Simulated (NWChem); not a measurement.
# Extrapolating the MP2 correlation energy of ozone (O$_{3}$)

```xyz
3

O     -1.0607     0.0000    -0.2102
O      0.0000     0.0000     0.4204
O      1.0607     0.0000    -0.2102
```
Charge 0, spin multiplicity 1.

Everything below was run with NWChem. Structure: optimised with PBE0/def2-SVP, a minimum by its harmonic frequencies.

The correlated methods keep 3 core orbitals frozen. The species is likely to have several important configurations.

Worked example. The MP2 correlation energy is -761.98 mHa in cc-pVTZ and -816.62 mHa in cc-pVQZ. The form E(X) = E∞ + A/X³ turns the pair into an estimate of the basis-set limit.

E∞ = (4³·(-816.62) − 3³·(-761.98))/(4³ − 3³) = -856.5 mHa. The larger basis holds 95 % of that, at about 7 times the processor time of the smaller one. This is a two-point estimate.
